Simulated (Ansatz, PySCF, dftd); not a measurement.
Reaction: C2H6O (methoxymethane, SMILES COC) → C2H6O (ethanol, SMILES OCC)
Each species at its own B3LYP-D3(BJ)/def2-TZVP minimum (Ansatz, an electronic-structure program), one conformer.

Quantity: isomerisation energy (enthalpy at 298 K, ideal-gas terms from PySCF's Hessians at B3LYP-D3(BJ)/def2-TZVP), in kJ/mol. UHF or UKS for unpaired electrons; spin-orbit terms are left out. Cores are frozen in correlated methods. Rows without X2C or -DK are non-relativistic. CBS(X,Y): correlation extrapolated as X^-3, Hartree-Fock from the larger set. A bracket is a step between two methods taken in the basis named. The functionals are non-relativistic, so their misses hold any scalar relativity. Double hybrids freeze cores in their MP2 part. 'core' is core correlation in cc-pwCVTZ, 'X2C' scalar relativity in cc-pVTZ-DK, both at CCSD(T).

From measured enthalpies of formation at 298 K: -12.1 kcal/mol (Active Thermochemical Tables 1.112 (ions: stationary electron), as tabulated in the package chemicals). The calculations leave out spin-orbit terms.

```json
[
 {"level": "HF/cc-pVTZ", "program": "Ansatz", "isomerisation energy (kJ/mol)": "-42.1", "error against that value": "8.4"},
 {"level": "B3LYP/def2-TZVPD", "program": "Ansatz", "isomerisation energy (kJ/mol)": "-43.2", "error against that value": "7.3"},
 {"level": "PBE0-D3(BJ)/def2-TZVPD", "program": "Ansatz + dftd3", "isomerisation energy (kJ/mol)": "-48.6", "error against that value": "1.9"},
 {"level": "B2GP-PLYP/def2-TZVPD", "program": "Ansatz", "isomerisation energy (kJ/mol)": "-46.6", "error against that value": "3.9"},
 {"level": "MP2/CBS(cc-pVTZ,cc-pVQZ)", "program": "Ansatz", "isomerisation energy (kJ/mol)": "-54.6", "error against that value": "-4.1"},
 {"level": "CCSD/cc-pVQZ", "program": "Ansatz", "isomerisation energy (kJ/mol)": "-50.2", "error against that value": "0.3"},
 {"level": "CCSD/CBS(cc-pVTZ,cc-pVQZ)", "program": "Ansatz", "isomerisation energy (kJ/mol)": "-51.0", "error against that value": "-0.5"},
 {"level": "CCSDT(Q)/cc-pVDZ", "program": "Ansatz", "isomerisation energy (kJ/mol)": "-43.4", "error against that value": "7.1"},
 {"level": "CCSD(T)/CBS(cc-pVTZ,cc-pVQZ) + [CCSDT(Q) - CCSD(T)]/cc-pVDZ + core + X2C", "program": "Ansatz", "isomerisation energy (kJ/mol)": "-51.5", "error against that value": "-1.0"}
]
```
